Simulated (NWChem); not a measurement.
Molecule: hydrogen fluoride (HF); SMILES F

Program: NWChem. Pople sets run with spherical d functions. The geometry was optimised at PBE0/def2-SVP. Total energies compare along this basis series because the functional is fixed.

```json
[
 {"level": "B3LYP/STO-3G", "basis functions": "6", "energy (Ha)": "-98.9198", "highest occupied level (eV)": "-4.79", "orbital gap (eV)": "14.85", "dipole (D)": "1.20"},
 {"level": "B3LYP/3-21G", "basis functions": "11", "energy (Ha)": "-99.8608", "highest occupied level (eV)": "-9.09", "orbital gap (eV)": "11.88", "dipole (D)": "1.97"},
 {"level": "B3LYP/6-31G*", "basis functions": "16", "energy (Ha)": "-100.4180", "highest occupied level (eV)": "-10.24", "orbital gap (eV)": "12.11", "dipole (D)": "1.85"},
 {"level": "B3LYP/6-31+G*", "basis functions": "20", "energy (Ha)": "-100.4415", "highest occupied level (eV)": "-11.50", "orbital gap (eV)": "12.74", "dipole (D)": "2.01"},
 {"level": "B3LYP/def2-SVP", "basis functions": "19", "energy (Ha)": "-100.3532", "highest occupied level (eV)": "-10.47", "orbital gap (eV)": "11.68", "dipole (D)": "1.84"},
 {"level": "B3LYP/def2-SVPD", "basis functions": "31", "energy (Ha)": "-100.3768", "highest occupied level (eV)": "-11.61", "orbital gap (eV)": "11.62", "dipole (D)": "1.83"},
 {"level": "B3LYP/def2-TZVP", "basis functions": "37", "energy (Ha)": "-100.4904", "highest occupied level (eV)": "-11.32", "orbital gap (eV)": "11.64", "dipole (D)": "1.93"},
 {"level": "B3LYP/6-311++G**", "basis functions": "29", "energy (Ha)": "-100.4824", "highest occupied level (eV)": "-11.54", "orbital gap (eV)": "10.88", "dipole (D)": "1.98"},
 {"level": "B3LYP/aug-cc-pVTZ", "basis functions": "69", "energy (Ha)": "-100.4901", "highest occupied level (eV)": "-11.55", "orbital gap (eV)": "10.83", "dipole (D)": "1.81"}
]
```
